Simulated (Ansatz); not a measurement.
**[PH4]+ (phosphonium): methods side by side**

[PH4]+ has 5 atoms, charge +1, and is taken as a singlet. SMILES: `[PH4+]`. Geometry: relaxed at GFN2-xTB.

```xyz
5

P     0.0000    0.0000    0.0001
H     1.3575   -0.0613    0.2104
H    -0.6173   -1.0160    0.6910
H    -0.2619   -0.1338   -1.3433
H    -0.4783    1.2111    0.4418
```

Quantity: the energy change with the P1–H3 bond stretched from 1.375 to 1.719 Å, in eV. The values are calculated.

| level | kind | program | value (eV) | CPU time (all runs) |
| --- | --- | --- | --- | --- |
| HF/3-21G (restricted) | Hartree–Fock | Ansatz | 0.77 | 0.24 s |
| SVWN5/3-21G (restricted) | LDA | Ansatz | 0.53 | 0.92 s |
| revPBE/3-21G (restricted) | GGA | Ansatz | 0.57 | 1.3 s |
| r2SCAN/3-21G (restricted) | meta-GGA | Ansatz | 0.63 | 2.8 s |
| PBE0/3-21G (restricted) | global hybrid | Ansatz | 0.65 | 1.4 s |
| wB97M-V/3-21G (restricted) | range-separated hybrid | Ansatz | 0.67 | 12 s |
| wB97X/3-21G (restricted) | range-separated hybrid | Ansatz | 0.69 | 5.2 s |
| B2PLYP/3-21G (restricted) | double hybrid | Ansatz | 0.66 | 1.8 s |
| MP2/3-21G (restricted) | perturbation theory | Ansatz | 0.65 | 0.26 s |
| BCCD(T)/3-21G (restricted) | coupled cluster or CI | Ansatz | 0.56 | 0.43 s |

The first shape isn't each level's own minimum. The values span 0.53 to 0.77 eV. All rows use very small basis sets, so even the best lies far from the true value. Times are those of the runs behind each value, whatever else they computed, on shared processors of several kinds: orders of magnitude only.
